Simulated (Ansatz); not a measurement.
# One shape, several levels: Si2H4 (SMILES [SiH][SiH3])

We compute a comparison of 6 runs (UCAM-B3LYP/STO-3G, UPBE/STO-3G, UMP2/STO-3G, UBCCD(T)/STO-3G, UCCSD/STO-3G, UCCSD(T)/STO-3G) of Si2H4. 

The results are computed with Ansatz 0.2.0.

29 further runs of the same task are left out: 29 set aside as unsound or not needed.

**1. The molecule**

Si2H4 has 6 atoms, charge 0, and is taken as a triplet. As SMILES, `[SiH][SiH3]`. The Si2–Si1 distance was set to 4.507 Å, away from the relaxed value. At this shape a bond of the SMILES string is far longer than usual.

Bond lengths: Si1–H3 1.473 Å, Si2–H4 1.467 Å, Si2–H5 1.474 Å, Si2–H6 1.474 Å. Angles: H4–Si2–H5 107.9°, H4–Si2–H6 107.9°, H5–Si2–H6 104.3°.

**2. The energy at UCAM-B3LYP/STO-3G (run 1)**

job.yaml reads:

```yaml
crystal:
  periodic: [false, false, false]
  atoms:
    - {symbol: Si, position_ang: [0.945572, -3.675036, 0.820362]}
    - {symbol: Si, position_ang: [-0.300130, 0.523270, -0.245660]}
    - {symbol: H, position_ang: [2.050782, -4.116976, 1.688772]}
    - {symbol: H, position_ang: [-1.456530, 0.376070, -1.136010]}
    - {symbol: H, position_ang: [0.714920, 1.325330, -0.951090]}
    - {symbol: H, position_ang: [-0.708920, 1.369020, 0.889660]}
basis:
  gaussian: {orbitals: STO-3G}
magnetization: {spin_polarized: true, initial_magnetization: 2}
hamiltonian: {xc: {name: CAM-B3LYP}}
accuracy: high
```

The run is started by

```console
$ ansatz run job.yaml --threads 1 --pin off --max-ram 2610MiB --events-out events.jsonl --progress --plain --runs-dir runs
```

Log:

```text
Warning: RAYON_NUM_THREADS=1 ignored (pool sized by the plan → 1); use --threads N
Functional definition: CAM-B3LYP
  name "CAM-B3LYP"
  parameter alpha = 0.19
  parameter beta = 0.46
  parameter omega = 0.33/bohr
  parameter ac = 0.81
  exchange = (1 - alpha - beta)*b88_x + beta*b88_x_sr(omega) + alpha*exact_x + beta*exact_x_lr(omega)
  correlation = (1 - ac)*vwn5_c + ac*lyp_c
344 factors; integrals over basis functions are off by at most 2.4e-9 eV
168 factors; integrals over basis functions are off by at most 8.9e-10 eV
mean field evaluation 1: about -15629.1958 eV, gradient 7.0e0 eV
mean field evaluation 2: about -15629.6034 eV, gradient 2.4e0 eV
mean field evaluation 4: about -15629.6544 eV, gradient 1.1e-1 eV
mean field evaluation 8: about -15629.6157 eV, gradient 2.8e-3 eV
mean field evaluation 16: about -15629.6157 eV, gradient 1.3e-4 eV
mean field evaluation 32: about -15629.6202 eV, gradient 3.0e-7 eV
mean field -15629.62016582 eV, -574.3779469569 hartree, gradient 1.9e-8 eV, S^2 2.000949; 2 other end points of the search recorded, 0 dependent functions left out
reference -15629.62018319 eV, -574.3779475951 hartree; 17, 15 occupied and 5, 7 virtual orbitals, 344 factors
Total energy: -15629.62018319 eV, -574.3779475951 hartree
```

Run time: 4.2 s. Hardware: 1 thread of AMD EPYC 9R14 (Zen 4), shared host; peak memory 0.16 GiB.

**3. A single-point energy at UPBE/STO-3G (run 2)**

Changes to job.yaml since step 2:

```diff
@@ -10,5 +10,9 @@
 basis:
-  gaussian: {orbitals: STO-3G}
-magnetization: {spin_polarized: true, initial_magnetization: 2}
-hamiltonian: {xc: {name: CAM-B3LYP}}
+  gaussian:
+    orbitals: STO-3G
+hamiltonian:
+  xc: pbe
+magnetization:
+  spin_polarized: true
+  initial_magnetization: 2
 accuracy: high
```

The run is started by

```console
$ ansatz run job.yaml --threads 1 --pin off --max-ram 2610MiB --events-out events.jsonl --progress --plain --runs-dir runs
```

Log:

```text
Warning: RAYON_NUM_THREADS=1 ignored (pool sized by the plan → 1); use --threads N
Functional definition: PBE
  name "PBE"
  parameter kappa = 0.804
  parameter beta = 0.06672455060314922
  exchange = pbe_x(kappa = kappa, mu = beta*pi^2/3)
  correlation = pbe_c(beta = beta)
344 factors; integrals over basis functions are off by at most 2.4e-9 eV
mean field evaluation 1: about -15620.7503 eV, gradient 1.0e1 eV
mean field evaluation 2: about -15620.9734 eV, gradient 8.2e0 eV
mean field evaluation 4: about -15621.5145 eV, gradient 1.5e-1 eV
mean field evaluation 8: about -15621.4669 eV, gradient 2.8e-3 eV
mean field evaluation 16: about -15621.4669 eV, gradient 1.2e-4 eV
mean field evaluation 32: about -15621.4680 eV, gradient 2.5e-8 eV
mean field -15621.46799254 eV, -574.0783601144 hartree, gradient 2.5e-8 eV, S^2 2.001456; 3 other end points of the search recorded, 0 dependent functions left out
reference -15621.46799500 eV, -574.0783602048 hartree; 17, 15 occupied and 5, 7 virtual orbitals, 344 factors
Total energy: -15621.46799500 eV, -574.0783602048 hartree
```

Run time: 9.3 s. Hardware: 1 thread of AMD EPYC 9R14 (Zen 4), shared host; peak memory 0.16 GiB.

**4. The energy at UMP2/STO-3G (run 3)**

molecule.yaml reads:

```yaml
basis:
  gaussian:
    orbitals: STO-3G
crystal:
  periodic: [false, false, false]
  atoms:
    - {symbol: Si, position_ang: [0.945572, -3.675036, 0.820362]}
    - {symbol: Si, position_ang: [-0.300130, 0.523270, -0.245660]}
    - {symbol: H, position_ang: [2.050782, -4.116976, 1.688772]}
    - {symbol: H, position_ang: [-1.456530, 0.376070, -1.136010]}
    - {symbol: H, position_ang: [0.714920, 1.325330, -0.951090]}
    - {symbol: H, position_ang: [-0.708920, 1.369020, 0.889660]}
accuracy: high
correlation:
  method: mp2
  frozen_orbitals: {H: 0, Si: 5}
magnetization:
  spin_polarized: true
  initial_magnetization: 2
```

The run is started by

```console
$ ansatz run molecule.yaml --threads 1 --pin off --max-ram 2610MiB --events-out events.jsonl --progress --plain --runs-dir runs
```

Log, shortened:

```text
Warning: RAYON_NUM_THREADS=1 ignored (pool sized by the plan → 1); use --threads N
Functional definition: HF
  name "HF"
[...]
344 factors; integrals over basis functions are off by at most 2.4e-9 eV
[...]
mean field -15601.19066759 eV, -573.3331821671 hartree, gradient 8.1e-9 eV, S^2 2.004114; 6 other end points of the search recorded, 0 dependent functions left out
10 core orbitals not correlated: weight in the atoms' cores, before any rotation towards them, 1.000 or more for the frozen orbitals, at most 0.000 for the correlated occupied ones
reference -15601.19066759 eV, -573.3331821671 hartree; 7, 5 occupied and 5, 7 virtual orbitals, 344 factors
second order -1.47766124 eV of doubles, -0.00000000 eV of singles
Total energy: -15602.66832882 eV, -573.3874852159 hartree
```

Run time: 0.24 s. Hardware: 1 thread of AMD EPYC 9R14 (Zen 4), shared host.

Runs 4 to 5 aren't shown in full; the table further down has their settings and results.

**5. The energy at UCCSD(T)/STO-3G (run 6)**

molecule.yaml reads:

```yaml
crystal:
  periodic: [false, false, false]
  atoms:
    - symbol: Si
      position_ang: [0.945572, -3.675036, 0.820362]
    - symbol: Si
      position_ang: [-0.300130, 0.523270, -0.245660]
    - symbol: H
      position_ang: [2.050782, -4.116976, 1.688772]
    - symbol: H
      position_ang: [-1.456530, 0.376070, -1.136010]
    - symbol: H
      position_ang: [0.714920, 1.325330, -0.951090]
    - symbol: H
      position_ang: [-0.708920, 1.369020, 0.889660]
basis:
  gaussian:
    orbitals: STO-3G
accuracy: high
scf:
  omitted_lower_state_checks: [cluster_reference, increment]
magnetization:
  spin_polarized: true
  initial_magnetization: 2
correlation:
  method: ccsd_t
  frozen_orbitals: {H: 0, Si: 5}
```

The run is started by

```console
$ ansatz run molecule.yaml --threads 1 --pin off --max-ram 2610MiB --events-out events.jsonl --progress --plain --runs-dir runs
```

Log:

```text
Warning: RAYON_NUM_THREADS=1 ignored (pool sized by the plan → 1); use --threads N
[... 13 lines left out ...]
10 core orbitals not correlated: weight in the atoms' cores, before any rotation towards them, 1.000 or more for the frozen orbitals, at most 0.000 for the correlated occupied ones
[... 35 lines left out ...]
Total energy: -15603.53839231 eV, -573.4194594593 hartree
Checks for a lower state left out: cluster_reference, increment
```

Wall time 0.34 s (1 thread of AMD EPYC 9R14 (Zen 4), shared host).

**6. All runs side by side**

```
run              level  frozen core orbitals  energy (Eh)   ⟨S²⟩  wall time
  1  UCAM-B3LYP/STO-3G                     –  -574.377948  2.001      4.2 s
  2        UPBE/STO-3G                     –  -574.078360  2.001      9.3 s
  3        UMP2/STO-3G                    10  -573.387485  2.004     0.24 s
  4    UBCCD(T)/STO-3G                    10  -573.419456  2.004     0.42 s
  5       UCCSD/STO-3G                    10  -573.419110  2.004     0.32 s
  6    UCCSD(T)/STO-3G                    10  -573.419459  2.004     0.34 s
```

**7. What came out**

```
                                           quantity          value
                                run 6: total energy  -573.41946 Eh
run 6: correlation energy (10 core orbitals frozen)      -86.3 mEh
                              run 6: (T) correction      -0.35 mEh
           run 6: ⟨S²⟩ of the reference determinant          2.004
                               run 6: T1 diagnostic          0.005
```

In words: Totals of different functionals can't be ranked against each other. In runs 1, 2, 3, 4, 5, 6 the basis is minimal, so the values are rough. All runs together took 15 s, the longest 9.3 s.
